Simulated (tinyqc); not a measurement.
Worked calculation: UHF in the sto-3g basis, for CH+, spin multiplicity 1. This run ends on a higher stationary point, not on the lowest solution. One step of it, computed by the program tinyqc.

Task: Iteration 1: diagonalisation and new density. Diagonalise F' = X^T F X, C = X C', fill 3 alpha and 3 beta electrons from the bottom; D(s) = C_occ C_occ^T. Each column has its largest component positive (the first on a tie).

F(alpha) (hartree), order 1C 1s, 1C 2s, 1C 2px, 1C 2py, 1C 2pz, 2H 1s:
$$\begin{pmatrix}
-11.153789 & -2.989780 & 0.002641 & -0.000024 & -0.001766 & -0.100316 \\
-2.989780 & -1.601081 & 0.065231 & -0.000584 & -0.066475 & -0.180849 \\
0.002641 & 0.065231 & -0.050180 & 0.000668 & -0.221356 & -0.012219 \\
-0.000024 & -0.000584 & 0.000668 & 0.024341 & 0.001983 & 0.000109 \\
-0.001766 & -0.066475 & -0.221356 & 0.001983 & -0.426450 & -0.167177 \\
-0.100316 & -0.180849 & -0.012219 & 0.000109 & -0.167177 & -0.454384
\end{pmatrix}$$

F(beta) (hartree), order 1C 1s, 1C 2s, 1C 2px, 1C 2py, 1C 2pz, 2H 1s:
$$\begin{pmatrix}
-11.153789 & -2.989780 & -0.002641 & 0.000024 & -0.001766 & -0.100316 \\
-2.989780 & -1.601081 & -0.065231 & 0.000584 & -0.066475 & -0.180849 \\
-0.002641 & -0.065231 & -0.050180 & 0.000668 & 0.221356 & 0.012219 \\
0.000024 & 0.000584 & 0.000668 & 0.024341 & -0.001983 & -0.000109 \\
-0.001766 & -0.066475 & 0.221356 & -0.001983 & -0.426450 & -0.167177 \\
-0.100316 & -0.180849 & 0.012219 & -0.000109 & -0.167177 & -0.454384
\end{pmatrix}$$

X, order 1C 1s, 1C 2s, 1C 2px, 1C 2py, 1C 2pz, 2H 1s:
$$\begin{pmatrix}
1.024397 & -0.130254 & 0.000000 & 0.000000 & -0.001242 & 0.008773 \\
-0.130254 & 1.031228 & 0.000000 & 0.000000 & 0.008398 & -0.068738 \\
0.000000 & 0.000000 & 1.000000 & 0.000000 & 0.000000 & 0.000000 \\
0.000000 & 0.000000 & 0.000000 & 1.000000 & 0.000000 & 0.000000 \\
-0.001242 & 0.008398 & 0.000000 & 0.000000 & 1.010076 & -0.082912 \\
0.008773 & -0.068738 & 0.000000 & 0.000000 & -0.082912 & 1.016782
\end{pmatrix}$$

Give: F' = X^T F X; orbital energies; coefficients C; F' = X^T F X; orbital energies; coefficients C; D(alpha) after iteration 1; D(beta) after iteration 1.

Result:

F' = X^T F X (alpha) (hartree):
$$\begin{pmatrix}
-10.9354 & -1.5014 & -0.0056 & 0.0001 & 0.0026 & 0.0146 \\
-1.5014 & -1.0680 & 0.0659 & -0.0006 & -0.0576 & -0.0693 \\
-0.0056 & 0.0659 & -0.0502 & 0.0007 & -0.2220 & 0.0015 \\
0.0001 & -0.0006 & 0.0007 & 0.0243 & 0.0020 & 0.0000 \\
0.0026 & -0.0576 & -0.2220 & 0.0020 & -0.4112 & -0.0960 \\
0.0146 & -0.0693 & 0.0015 & 0.0000 & -0.0960 & -0.4266
\end{pmatrix}$$

orbital energies (alpha) (hartree): MO1 -11.1588, MO2 -0.8692, MO3 -0.5582, MO4 -0.3712, MO5 0.0243, MO6 0.0661

coefficients C (alpha), order 1C 1s, 1C 2s, 1C 2px, 1C 2py, 1C 2pz, 2H 1s:
$$\begin{pmatrix}
0.9941 & -0.2702 & 0.0555 & 0.0409 & 0.0000 & -0.0224 \\
0.0230 & 0.9980 & -0.2206 & -0.1829 & 0.0000 & 0.0808 \\
-0.0004 & -0.0404 & 0.3654 & -0.2677 & 0.0090 & 0.8905 \\
0.0000 & 0.0004 & -0.0033 & 0.0024 & 1.0000 & -0.0080 \\
0.0006 & 0.1353 & 0.7510 & -0.4924 & 0.0000 & -0.4500 \\
-0.0019 & 0.1101 & 0.4223 & 0.9184 & 0.0000 & 0.1078
\end{pmatrix}$$

F' = X^T F X (beta) (hartree):
$$\begin{pmatrix}
-10.9354 & -1.5014 & 0.0056 & -0.0001 & 0.0026 & 0.0146 \\
-1.5014 & -1.0680 & -0.0659 & 0.0006 & -0.0576 & -0.0693 \\
0.0056 & -0.0659 & -0.0502 & 0.0007 & 0.2220 & -0.0015 \\
-0.0001 & 0.0006 & 0.0007 & 0.0243 & -0.0020 & 0.0000 \\
0.0026 & -0.0576 & 0.2220 & -0.0020 & -0.4112 & -0.0960 \\
0.0146 & -0.0693 & -0.0015 & 0.0000 & -0.0960 & -0.4266
\end{pmatrix}$$

orbital energies (beta) (hartree): MO1 -11.1588, MO2 -0.8692, MO3 -0.5582, MO4 -0.3712, MO5 0.0243, MO6 0.0661

coefficients C (beta), order 1C 1s, 1C 2s, 1C 2px, 1C 2py, 1C 2pz, 2H 1s:
$$\begin{pmatrix}
0.9941 & -0.2702 & 0.0555 & 0.0409 & 0.0000 & 0.0224 \\
0.0230 & 0.9980 & -0.2206 & -0.1829 & 0.0000 & -0.0808 \\
0.0004 & 0.0404 & -0.3654 & 0.2677 & 0.0090 & 0.8905 \\
0.0000 & -0.0004 & 0.0033 & -0.0024 & 1.0000 & -0.0080 \\
0.0006 & 0.1353 & 0.7510 & -0.4924 & 0.0000 & 0.4500 \\
-0.0019 & 0.1101 & 0.4223 & 0.9184 & 0.0000 & -0.1078
\end{pmatrix}$$

D(alpha) after iteration 1, order 1C 1s, 1C 2s, 1C 2px, 1C 2py, 1C 2pz, 2H 1s:
$$\begin{pmatrix}
1.0643 & -0.2591 & 0.0308 & -0.0003 & 0.0057 & -0.0082 \\
-0.2591 & 1.0452 & -0.1210 & 0.0011 & -0.0307 & 0.0167 \\
0.0308 & -0.1210 & 0.1352 & -0.0012 & 0.2690 & 0.1499 \\
-0.0003 & 0.0011 & -0.0012 & 0.0000 & -0.0024 & -0.0013 \\
0.0057 & -0.0307 & 0.2690 & -0.0024 & 0.5822 & 0.3320 \\
-0.0082 & 0.0167 & 0.1499 & -0.0013 & 0.3320 & 0.1905
\end{pmatrix}$$

D(beta) after iteration 1, order 1C 1s, 1C 2s, 1C 2px, 1C 2py, 1C 2pz, 2H 1s:
$$\begin{pmatrix}
1.0643 & -0.2591 & -0.0308 & 0.0003 & 0.0057 & -0.0082 \\
-0.2591 & 1.0452 & 0.1210 & -0.0011 & -0.0307 & 0.0167 \\
-0.0308 & 0.1210 & 0.1352 & -0.0012 & -0.2690 & -0.1499 \\
0.0003 & -0.0011 & -0.0012 & 0.0000 & 0.0024 & 0.0013 \\
0.0057 & -0.0307 & -0.2690 & 0.0024 & 0.5822 & 0.3320 \\
-0.0082 & 0.0167 & -0.1499 & 0.0013 & 0.3320 & 0.1905
\end{pmatrix}$$
